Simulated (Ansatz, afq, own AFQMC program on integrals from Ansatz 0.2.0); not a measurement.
Two steps: Ansatz 0.2.0 writes the Fock matrix and Cholesky factors of the valence space, and afq projects on them the lowest state that overlaps trial and start.

```yaml
crystal:
  periodic: [false, false, false]
  atoms:
    - {symbol: Br, position_ang: [0.000000, 0.000000, -1.724667]}
    - {symbol: H, position_ang: [0.000000, 0.000000, 0.030333]}
    - {symbol: Br, position_ang: [0.000000, 0.000000, 1.694333]}
basis:
  gaussian: {orbitals: cc-pVTZ}
magnetization: {spin_polarized: true, initial_magnetization: 1}
correlation: {method: ccsd_t, electrons: outside_noble_gas, hamiltonian_folder: ham}
```

```sh
$ ansatz run in.yaml --threads 1 --pin off --events-out ev --progress --plain --max-ram 24576MiB --backend cuda --devices 0, --max-vram 18GiB
```

afq runs on the folder ham with

```
--method phaseless --trial hf --walkers 2500 --populations 20 --least-time 40 --time-step 0.005 --steps-per-block 20 --equilibration-blocks 112 --max-blocks 4000 --target-error 0.00115 --factor-cut 1e-05 --start spin_pure --seed 2368 --taylor-order 6
```

Times are imaginary, in 1/Eh. The walk had a cap of 98 s. With eight or more populations the least sampling time is a fifth of least-time, and the error comes from their spread. Filled inner d shells are frozen with the cores.

Log:

```
orbitals 72  electrons 8 7  factors 509 of 633
reference energy -5145.46023420 Eh
CCSD correlation -0.35985004 Eh in 11 cycles, weight of the determinant in the CISD state 0.8485
energy of the start -5145.462495 Eh
 block  time / (1/Eh)  mean weight  energy / Eh
     1     0.100  1.0016  -5145.545570
     2     0.200  1.0021  -5145.608813
     3     0.300  1.0027  -5145.655509
     4     0.400  1.0023  -5145.691469
     5     0.500  1.0023  -5145.716697
    10     1.000  1.0005  -5145.786585
    31     3.100  0.9999  -5145.834570
    56     5.600  1.0005  -5145.838823
    81     8.100  0.9996  -5145.831906
    91     9.100  1.0002  -5145.843759
   106    10.600  0.9998  -5145.834238
   131    13.100  0.9995  -5145.834723
   156    15.600  0.9996  -5145.837445
   181    18.100  1.0001  -5145.827207
   206    20.600  1.0003  -5145.831130
   226    22.600  1.0002  -5145.822415
   231    23.100  1.0004  -5145.834646
error from the spread of 20 populations
energy -5145.830775 +/- 0.001085 Eh
(rows thinned)
```

The run passed its tests (sampling time, drift between the halves within three errors, error under three times the target), which doesn't prove that it has relaxed. The second half of the sampling lies above the first by 1.9 errors of their difference, so the energy may still be moving and its error bar be too small.

Against this walk (error 29.5 meV) on the same determinant: CCSD(T) 81.5 meV lower, CCSDT(Q) 132.3 meV lower, a separate phaseless walk with a CISD trial and standard settings 114.6 ± 30.0 meV lower. The error is statistical and leaves out the bias of the constraint. CCSDT(Q) is the surest value here, so the walk's 132 meV above it is most likely the bias of the constraint with this trial, which can have either sign.

Cautions: constraint bias not in the error; no relativity below Rb; no spin-orbit coupling; inner d shell frozen; unrestricted determinant slightly spin contaminated (⟨S²⟩ 0.83 against 0.75).

The walk took 35 s on 1 × NVIDIA H100 80GB HBM3 with 2 threads of AMD EPYC 7R13 Processor (Zen 3) (shared host) (the card was shared). The log's last line is the phaseless energy.

CCSDT and higher add their correlation energy to the determinant of the CCSD(T) run, since their own runs factorise the integrals more tightly (a shift of under 2 meV). A walk keeps the symmetry of its determinant, which the program's search chose and which needn't be the lowest solution, so a lower state of the same spin and another symmetry isn't excluded.
